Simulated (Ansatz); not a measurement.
# AlH₃O (quintet): the correlation ladder, cc-pVDZ

Aim: climb from Hartree-Fock through coupled cluster for AlH₃O (quintet) at one geometry and basis, and see what each rung misses.

Method: cc-pVDZ, core rule «outside noble gas», up to 6 orbitals frozen; program: Ansatz 0.2.0, Gaussian basis.

To be run: UHF; CCSD(T) on ROHF; CCSD(T) on UHF; BCCD(T) on ROHF; CISD; CCSDT(Q) on ROHF; CCSDT(Q) on UHF.

30 further runs of the same task are left out: 11 for a known fault of the program, 7 that didn't finish, 12 set aside as unsound or not needed.

## (1) What is computed

The geometry is a PBE0/def2-TZVP stationary point (not a proven minimum) of the parent state, kept for this charge and spin.

5 atoms, charge 0, spin multiplicity 5.

Atoms are counted from 1 here; the program's logs count them from 0.

Bond lengths: Al1–O2 1.705 Å, Al1–H3 1.840 Å, Al1–H4 1.840 Å, O2–H5 0.954 Å. Angles: O2–Al1–H3 78.2°, O2–Al1–H4 78.2°, H3–Al1–H4 156.4°, Al1–O2–H5 180.0°.

## (2) UHF

Input file in.yaml:

```yaml
crystal:
  periodic: [false, false, false]
  atoms:
    - {symbol: Al, position_ang: [0.000000, 0.000000, 0.667829]}
    - {symbol: O, position_ang: [0.000000, 0.000000, -1.037569]}
    - {symbol: H, position_ang: [0.000000, 1.801583, 0.292106]}
    - {symbol: H, position_ang: [0.000000, -1.801583, 0.292106]}
    - {symbol: H, position_ang: [0.000000, 0.000000, -1.991619]}
basis:
  gaussian: {orbitals: cc-pVDZ}
magnetization: {spin_polarized: true, initial_magnetization: 4}
hamiltonian: {xc: hf}
output: {orbitals: {seedname: orbitals}}
```

Command:

```sh
ansatz run in.yaml --threads 1 --pin off --events-out ev --progress --plain --max-ram 2393MiB
```

The runs that follow: CCSD(T) on ROHF; CCSD(T) on UHF; BCCD(T) on ROHF; CISD; CCSDT(Q) on ROHF; CCSDT(Q) on UHF.

Q: Predict the results of all the runs planned. Wanted: UCCSDT(Q) below the RHF energy; RMP2 from UCCSDT(Q); UMP2 from UCCSDT(Q); RCCSD from UCCSDT(Q); RCCSD(T) from UCCSDT(Q); UCCSD(T) from UCCSDT(Q); RCCSDT(Q) from UCCSDT(Q); T1 diagnostic.

**Answer**, as computed:

| quantity | value |
| --- | --- |
| UCCSDT(Q) below the RHF energy | -6.6404 eV |
| RMP2 from UCCSDT(Q) | +13.70 kcal/mol |
| UMP2 from UCCSDT(Q) | +12.78 kcal/mol |
| RCCSD from UCCSDT(Q) | +4.70 kcal/mol |
| RCCSD(T) from UCCSDT(Q) | +1.04 kcal/mol |
| UCCSD(T) from UCCSDT(Q) | +1.02 kcal/mol |
| RCCSDT(Q) from UCCSDT(Q) | +0.10 kcal/mol |
| levels within 1 kcal/mol (43 meV) | RCCSDT, UCCSDT, RCCSDT(Q) |
| T1 diagnostic | 0.040 |

What this shows: RCCSD(T) lands +1.04 kcal/mol from the yardstick (0.7 % of the correlation energy). These misses are within one basis, not against nature; the frozen cores of restricted and unrestricted runs differ, which can shift their rows.
